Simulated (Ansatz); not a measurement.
# SiP₂+ (doublet): the correlation ladder, def2-QZVPP

An exercise on one series of results from a longer session: the logs are not shown, and one member is left open.

Computed with Ansatz 0.2.0, Gaussian basis. Level: def2-QZVPP, core rule «outside noble gas», up to 15 orbitals frozen.

Plan: UHF; ROHF; CCSD(T) on UHF.

2 further runs of the same task are left out: 2 set aside as unsound or not needed.

### The system

The geometry is a PBE0/def2-TZVP stationary point (not a proven minimum) of the parent state, kept for this charge and spin.

3 atoms, charge 1, spin multiplicity 2.

Atoms are counted from 1 here; the program's logs count them from 0.

Bond lengths: P1–Si2 2.037 Å, Si2–P3 2.037 Å. Angles: P1–Si2–P3 180.0°.

Set-up of the first run:

Input file in.yaml:

```yaml
crystal:
  periodic: [false, false, false]
  atoms:
    - {symbol: P, position_ang: [0.000000, 0.000000, 2.037300]}
    - {symbol: Si, position_ang: [0.000000, 0.000000, 0.000000]}
    - {symbol: P, position_ang: [0.000000, 0.000000, -2.037300]}
basis:
  gaussian: {orbitals: "def2-QZVPP.json"}
total_charge: 1
magnetization: {spin_polarized: true, initial_magnetization: 1}
hamiltonian: {xc: hf}
output: {orbitals: {seedname: orbitals}}
```

The run is started by

```bash
> ansatz run in.yaml --threads 1 --pin off --events-out ev --progress --plain --max-ram 2393MiB
```

Steps of the session up to this table: UHF; ROHF; CCSD(T) on UHF.

One table of the session follows, with a row left open; its other results are not shown here.

It belongs to the step «Misses and costs». 

```
  method  from UCCSD(T) (meV)
    ROHF             +11977.2
     UHF             +10464.0
    UMP2              +2136.6
   UCCSD                    ?
UCCSD(T)                    0
```

Q: Estimate the row for UCCSD from the others.

**Answer.** from UCCSD(T) (meV): +740.5. In the column «from UCCSD(T) (meV)» it lies between UCCSD(T) (0) and UMP2 (+2136.6).

The program flags UCCSD(T) as in doubt (see the logs), so the zero of the table is itself unsure.

To keep in mind: The determinant is far from a pure spin state, so its energy mixes those of several spin states (harmless only where they are near-degenerate, as at dissociation). The program flags UCCSD(T) as in doubt, so the zero of the table is itself unsure.
